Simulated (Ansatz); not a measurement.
Geometry optimisation, RKS PBE0-D4/def2-SVP (Ansatz 0.2.0).

The input (input.yaml):

```yaml
crystal:
  periodic: [false, false, false]
  atoms:
    - { symbol: C, position_ang: [-0.75249, -0.37708, 1.01688] }
    - { symbol: B, position_ang: [0.06259, 0.02654, -0.07787] }
    - { symbol: O, position_ang: [0.75436, 0.38095, -1.01729] }
    - { symbol: H, position_ang: [-1.36359, -0.68558, 1.83751] }
    - { symbol: H, position_ang: [1.29913, 0.65517, -1.75923] }
total_charge: 1
basis:
  gaussian: { orbitals: def2-SVP }
hamiltonian:
  xc: pbe0
  dispersion: d4
relax:
  f_tol: 0.02
  max_steps: 50
```

Launched with:

```bash
$ ansatz run input.yaml --threads 1 --pin off --max-ram 2048MiB --backend cpu --events-out ev --progress --plain --runs-dir out
```

Question: Where does it end, and by what steps?

Answer: It converged. The force dipped under the threshold on the way, but the program's further checks kept it going. Limits of this set-up: the dipole of an ion depends on the origin. After 18 steps the energy has fallen by 0.193 eV; H5 moved furthest, 0.38 Å.

```json
{"step": "0", "energy less start (eV)": "0.0000", "largest force component (eV/Å)": "1.316", "accepted": "yes"}
{"step": "1", "energy less start (eV)": "-0.0317", "largest force component (eV/Å)": "0.187", "accepted": "yes"}
{"step": "2", "energy less start (eV)": "-0.0327", "largest force component (eV/Å)": "0.014", "accepted": "yes"}
{"step": "3", "energy less start (eV)": "-0.0327", "largest force component (eV/Å)": "0.006", "accepted": "yes"}
{"step": "4", "energy less start (eV)": "-0.0328", "largest force component (eV/Å)": "0.015", "accepted": "yes"}
{"step": "5", "energy less start (eV)": "-0.0328", "largest force component (eV/Å)": "0.016", "accepted": "yes"}
{"step": "6", "energy less start (eV)": "-0.0333", "largest force component (eV/Å)": "0.081", "accepted": "yes"}
{"step": "7", "energy less start (eV)": "-0.0347", "largest force component (eV/Å)": "0.209", "accepted": "yes"}
{"step": "8", "energy less start (eV)": "-0.0102", "largest force component (eV/Å)": "1.030", "accepted": "no"}
{"step": "9", "energy less start (eV)": "-0.0434", "largest force component (eV/Å)": "0.485", "accepted": "yes"}
{"step": "10", "energy less start (eV)": "-0.0400", "largest force component (eV/Å)": "0.938", "accepted": "no"}
{"step": "11", "energy less start (eV)": "-0.0664", "largest force component (eV/Å)": "0.523", "accepted": "yes"}
{"step": "12", "energy less start (eV)": "-0.1075", "largest force component (eV/Å)": "0.377", "accepted": "yes"}
{"step": "13", "energy less start (eV)": "-0.1492", "largest force component (eV/Å)": "0.340", "accepted": "yes"}
{"step": "14", "energy less start (eV)": "-0.1860", "largest force component (eV/Å)": "0.451", "accepted": "yes"}
{"step": "15", "energy less start (eV)": "-0.1926", "largest force component (eV/Å)": "0.111", "accepted": "yes"}
{"step": "16", "energy less start (eV)": "-0.1931", "largest force component (eV/Å)": "0.037", "accepted": "yes"}
{"step": "17", "energy less start (eV)": "-0.1933", "largest force component (eV/Å)": "0.027", "accepted": "yes"}
{"step": "18", "energy less start (eV)": "-0.1934", "largest force component (eV/Å)": "0.016", "accepted": "yes"}
```

```xyz
5
Properties=species:S:1:pos:R:3
C -0.697 -0.208 1.112
B 0.098 0.115 -0.054
O 0.862 0.649 -0.907
H -1.379 -0.882 1.639
H 1.116 0.325 -1.789
```

Time of the run: 55 s on 1 CPU thread of a shared host.
